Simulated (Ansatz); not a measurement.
BH$_{3}$S$_{2}$, closed shell: a nudged elastic band.

The input file, in.yaml:

```yaml
crystal:
  periodic: [false, false, false]
  atoms:
    - {symbol: B, position_ang: [-0.402669, -0.017985, -0.202415]}
    - {symbol: S, position_ang: [0.598867, -0.669210, 1.126001]}
    - {symbol: S, position_ang: [0.198329, 1.220239, -1.336613]}
    - {symbol: H, position_ang: [1.437188, 1.378378, -0.835939]}
    - {symbol: H, position_ang: [-1.518255, -0.393574, -0.376738]}
    - {symbol: H, position_ang: [-0.313460, -1.517849, 1.625604]}
basis:
  gaussian: {orbitals: def2-SVP}
hamiltonian: {xc: pbe0, dispersion: d4}
neb:
  images: 5
  climbing: true
  max_iterations: 3
  initial_path: idpp
  final_atoms:
    - {symbol: B, position_ang: [-1.095474, 0.374909, -1.077912]}
    - {symbol: S, position_ang: [0.953337, -1.118242, 1.194755]}
    - {symbol: S, position_ang: [-0.551913, 1.882612, -1.094669]}
    - {symbol: H, position_ang: [1.729879, -0.441384, 0.335181]}
    - {symbol: H, position_ang: [-1.533211, -0.713711, -1.105433]}
    - {symbol: H, position_ang: [0.497382, 0.015814, 1.747979]}
```

Run by:

```bash
ansatz run in.yaml --threads 2 --pin off --events-out ev --progress --plain --max-ram 4352MiB
```

The run's output (Ansatz 0.2.0):

```
Functional definition: PBE0
  name "PBE0"
  cite "Adamo & Barone, J. Chem. Phys. 110, 6158 (1999) doi:10.1063/1.478522"
  cite "Perdew, Burke & Ernzerhof, Phys. Rev. Lett. 77, 3865 (1996) doi:10.1103/PhysRevLett.77.3865"
  parent pbe
  parameter a = 0.25
  parameter kappa = 0.804
  parameter beta = 0.06672455060314922
  exchange = (1 - a)*pbe_x(kappa = kappa, mu = beta*pi^2/3) + a*exact_x
  correlation = pbe_c(beta = beta)
672 factors; integrals over basis functions are off by at most 3.0e-4 eV
mean field evaluation 1: about -22380.6298 eV, gradient 1.6e1 eV
mean field evaluation 2: about -22380.5457 eV, gradient 1.7e1 eV
mean field evaluation 4: about -22381.5301 eV, gradient 4.9e-1 eV
mean field evaluation 8: about -22381.5584 eV, gradient 2.9e-2 eV
mean field evaluation 16: about -22381.5584 eV, gradient 2.8e-5 eV
mean field -22381.55842141 eV, -822.5071012218 hartree, gradient 2.8e-5 eV, S^2 0.000000; 0 other end points of the search recorded, 0 dependent functions left out
the calculation of the forces begins
reference -22381.55844204 eV, -822.5071019796 hartree; 20, 20 occupied and 45, 45 virtual orbitals, 672 factors
676 factors; integrals over basis functions are off by at most 8.5e-4 eV
mean field -22380.07466169 eV, -822.4525740576 hartree, gradient 4.4e-5 eV, S^2 0.000000; 0 other end points of the search recorded, 0 dependent functions left out
the calculation of the forces begins
reference -22380.07468347 eV, -822.4525748580 hartree; 20, 20 occupied and 45, 45 virtual orbitals, 676 factors
WARN: NEB end point (image 0): max|allowed force component| = 3.070e-1 eV/Å (the criterion of neb.relax_end_points is 1.000e-2). That is over neb.f_tol: it is no minimum, so the barrier can be far off. Relax it first
WARN: NEB end point (image 6): max|allowed force component| = 3.727e-1 eV/Å (the criterion of neb.relax_end_points is 1.000e-2). That is over neb.f_tol: it is no minimum, so the barrier can be far off. Relax it first
672 factors; integrals over basis functions are off by at most 2.6e-4 eV
mean field evaluation 32: about -22378.9602 eV, gradient 1.5e1 eV
mean field -22379.83161894 eV, -822.4436424013 hartree, gradient 1.3e-5 eV, S^2 0.000000; 0 other end points of the search recorded, 0 dependent functions left out
the calculation of the forces begins
reference -22379.83163882 eV, -822.4436431319 hartree; 20, 20 occupied and 45, 45 virtual orbitals, 672 factors
672 factors; integrals over basis functions are off by at most 2.8e-4 eV
mean field evaluation 64: about -22377.2222 eV, gradient 1.9e-5 eV
mean field -22377.22221831 eV, -822.3477486968 hartree, gradient 1.9e-5 eV, S^2 0.000000; 0 other end points of the search recorded, 0 dependent functions left out
the calculation of the forces begins
reference -22377.22223901 eV, -822.3477494575 hartree; 20, 20 occupied and 45, 45 virtual orbitals, 672 factors
673 factors; integrals over basis functions are off by at most 5.0e-4 eV
mean field -22376.46550916 eV, -822.3199401485 hartree, gradient 4.2e-5 eV, S^2 0.000000; 0 other end points of the search recorded, 0 dependent functions left out
the calculation of the forces begins
reference -22376.46552953 eV, -822.3199408972 hartree; 20, 20 occupied and 45, 45 virtual orbitals, 673 factors
675 factors; integrals over basis functions are off by at most 8.8e-4 eV
mean field evaluation 96: about -22377.7896 eV, gradient 3.2e-5 eV
mean field -22377.78962775 eV, -822.3686006093 hartree, gradient 3.2e-5 eV, S^2 0.000000; 0 other end points of the search recorded, 0 dependent functions left out
the calculation of the forces begins
reference -22377.78964823 eV, -822.3686013620 hartree; 20, 20 occupied and 45, 45 virtual orbitals, 675 factors
676 factors; integrals over basis functions are off by at most 7.1e-4 eV
mean field -22379.32016215 eV, -822.4248467109 hartree, gradient 1.4e-5 eV, S^2 0.000000; 0 other end points of the search recorded, 0 dependent functions left out
the calculation of the forces begins
reference -22379.32018313 eV, -822.4248474821 hartree; 20, 20 occupied and 45, 45 virtual orbitals, 676 factors
NEB iter   1: max|band force component| = 2.729e0 eV/Å  barrier→ = 5.0801 eV  barrier← = 3.5862 eV  Δτ_max = 0.2000 Å  (186 SCF iters)
NEB iter   2: max|band force component| = 2.650e0 eV/Å  barrier→ = 3.8867 eV  barrier← = 2.3927 eV  Δτ_max = 0.2000 Å  (154 SCF iters)
NEB iter   3: max|band force component| = 1.980e0 eV/Å  barrier→ = 2.8760 eV  barrier← = 1.3821 eV  Δτ_max = 0.2000 Å  (147 SCF iters)
Error: NEB band did not converge after 3 iterations: max|band force component| = 1.98e0 eV/Å (threshold 5.0e-2); raise `neb.max_iterations` in a new run, which can start from the last band evaluated (`neb.initial_path`, with `crystal.atoms` and `neb.final_atoms` set to its first and last images), add images, or start from endpoints closer to local minima. Where this run's directory can be resumed (`checkpoint.write`), a resume goes on for up to `neb.max_iterations` more; to start a new run from the last band, take its images' positions from the `neb_iteration` event of iteration 3 (`data.images[].positions_ang`), in the event stream of the run that computed that iteration (not this run's, if it was resumed behind it). With `checkpoint.write`, `steps/00-neb/state/checkpoint.json` in the run directory holds the last saved band, under `neb.evaluated.images[].positions_ang` (a band under a hybrid functional on support functions is neither saved nor resumed: `neb.initial_path` says where its path is): check the last entry of `neb.iterations` there, which is earlier than 3 if that iteration was not saved or its write failed. If the band's step has no `state` directory and holds `state.next`, a write was cut short, and the file is under `state.next` instead (behind a loss of power it can be under `state.prev`)
a run's events are kept only if it was started with --events-out <file>, and are in that file

[the SCF lines of later steps are left out]
```

Hardware: 2 CPU threads of an Arm Neoverse N1, shared host. Wall time about 26 s.


The run did not converge within its limit. Three iterations were allowed, too few to relax the band.